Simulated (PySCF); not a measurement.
**SOF₂, singlet: data card**

All numbers come from PySCF, B3LYP, basis S def2-TZVP, O def2-TZVP, F def2-TZVP (no relativity, density fitting).

The structure is a minimum.

Coordinates in bohr (charge 0 multiplicity 1):
```
S     0.1161   -0.8408    0.0000
O     2.7039   -0.1024    0.0000
F    -1.2360    0.7506   -2.2032
F    -1.2360    0.7506    2.2032
```

* Point group: Cs
* Bond lengths: S–F 1.606 Å (×2), S–O 1.424 Å
* Bond angles: F–S–F 93.1°, F–S–O 106.5° (×2)
* Principal polarisabilities: 18.5, 22.9, 26.9 bohr³
* Rotational constants: 0.2788, 0.2741, 0.1616 cm⁻¹
* Zero-point energy: 24.6 kJ/mol
* Entropy at 298.15 K and 1 bar: 280.2 J/(mol K)
* Atomisation energy without zero-point energy: 1253 kJ/mol
* Rotational symmetry number: 1
* Principal quadrupole moments (Buckingham, traceless) about the centre of mass: -3.19, 0.36, 2.82 D Å
* Enthalpy at 298.15 K above 0 K: 12.77 kJ/mol
* Heat capacity Cp at 298.15 K: 57.8 J/(mol K)
* Highest occupied level: -9.52 eV
* Dipole moment: 1.72 D
* Lowest empty level: -1.61 eV

Harmonic modes (masses in u: S 31.972, O 15.995, F 18.998):
```tsv
symmetry	ω (cm⁻¹)	IR (km/mol)
a'	360	3.4
a''	384	3.4
a'	515	22.6
a''	718	219
a'	788	187
a'	1341	162
```

Charges (e):
| atom | Mulliken | Löwdin | polar tensor | Mayer order to S1 |
| --- | --- | --- | --- | --- |
| S1 | 0.78 | 0.53 | 1.82 | – |
| O2 | -0.35 | -0.27 | -0.61 | 2.02 |
| F3,4 | -0.22 | -0.13 | -0.61 | 0.99 |

Mulliken populations on S1: s 5.84, p 8.58, d 0.69, f 0.10.

Outer orbital energies (eV). occupied: -15.37, -14.65, -13.47, -13.19, -12.56, -11.51, -10.80, -9.52; empty: -1.61, -0.43, 1.45, 5.44.

Counting electrons, sulfur keeps 2 of its valence electrons outside its bonds, so the VSEPR class is AX3E1 and the expected shape is trigonal pyramidal; with unlike ligands the computed point group is Cs.

This need not be the most stable arrangement of these atoms.

The final relaxation and frequency run took 34 s on 4 threads of a shared Arm Neoverse V1 host, with 130 basis functions and 16 gradients; the process peaked at 1.4 GiB.
